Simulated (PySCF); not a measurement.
Point-charge models of `C/C=C(\F)CC` against its computed dipole.

Coordinates (PBE0-D3(BJ)/def2-SVP, Å) and charges (e) from the PBE0/pcSseg-1 density (PySCF):

```csv
atom,x,y,z,Mulliken,IAO,Hirshfeld,ESP-fitted
C1,2.540,0.040,0.589,-0.2281,-0.4170,-0.1191,-0.2000
C2,1.087,-0.114,0.887,-0.3326,-0.2122,-0.0791,-0.1935
C3,0.135,-0.328,-0.022,+0.2564,+0.2780,+0.0833,+0.0410
F4,0.463,-0.409,-1.327,-0.2877,-0.2851,-0.0777,-0.1131
C5,-1.329,-0.490,0.200,-0.2382,-0.2696,-0.0728,-0.0575
C6,-2.164,0.564,-0.522,-0.2939,-0.4100,-0.1161,-0.1029
H7,2.730,-0.006,-0.492,+0.1261,+0.1542,+0.0396,+0.0852
H8,3.134,-0.751,1.076,+0.1286,+0.1474,+0.0438,+0.0789
H9,2.925,1.002,0.966,+0.1271,+0.1473,+0.0439,+0.0855
H10,0.757,-0.053,1.928,+0.1090,+0.1481,+0.0442,+0.1337
H11,-1.520,-0.465,1.284,+0.1273,+0.1457,+0.0481,+0.0490
H12,-1.623,-1.495,-0.152,+0.1390,+0.1470,+0.0431,+0.0684
H13,-1.962,0.547,-1.603,+0.1283,+0.1461,+0.0381,+0.0446
H14,-3.239,0.384,-0.374,+0.1200,+0.1408,+0.0431,+0.0376
H15,-1.931,1.574,-0.151,+0.1186,+0.1393,+0.0380,+0.0432
```

Form Σ q r in debye for every column and set it beside the full dipole.

The full density gives (-0.56, 0.09, 1.21) D, 1.34 D in size; dipole vectors point from the negative to the positive end.

```
    scheme     μx     μy    μz  size (D)  share of the full size (%)  angle to the full dipole (°)
  Mulliken  -0.83   0.35  1.61      1.85                         138                             7
       IAO  -0.89   0.13  2.24      2.41                         180                             3
 Hirshfeld  -0.43  -0.01  0.65      0.77                          58                            10
ESP-fitted  -0.54   0.08  1.18      1.30                          97                             0
```

Which set comes closest?

Length of the difference vector: ESP-fitted 0.04 D, Mulliken 0.55 D, Hirshfeld 0.59 D, IAO 1.08 D. Closest: ESP-fitted. The schemes that divide the density aren't constrained to reproduce the dipole.

What is left for the Hirshfeld atoms' own dipoles?

The Hirshfeld atoms' densities add up to the full density, so μ = Σ q r + Σ (atomic dipoles). The atomic dipoles sum to (-0.56, 0.09, 1.21) − (-0.43, -0.01, 0.65) = (-0.13, 0.10, 0.56) D, 0.59 D in size.

With the origin at the mean of the coordinates, (0.000, 0.000, 0.153) Å, which are the largest single terms, by size, of the ESP-fitted dipole along the direction of the full one?

F4 +0.85, H10 +0.82, H7 -0.71, C1 +0.65, H11 +0.38 D; all 15 atoms together +1.30 D. The single terms depend on the origin, their sum doesn't.

Give the size of the full dipole in other units.

1.34 D = 0.527 au = 0.279 e·Å = 4.47 × 10⁻³⁰ C·m.

Geometry: PBE0-D3(BJ)/def2-SVP, one conformer, isolated molecule.

These values come from a run that also computed NMR shieldings. The run took 18 s (grids of density and orbitals included) on one thread of an Arm Neoverse V1 (shared host), and the process peaked at 0.75 GiB of memory.

The values belong to the conformer `[CH3:1]/[CH:2]=[C:3](\[F:4])[CH2:5][CH3:6]`: C2–C3–C5–C6 120°.
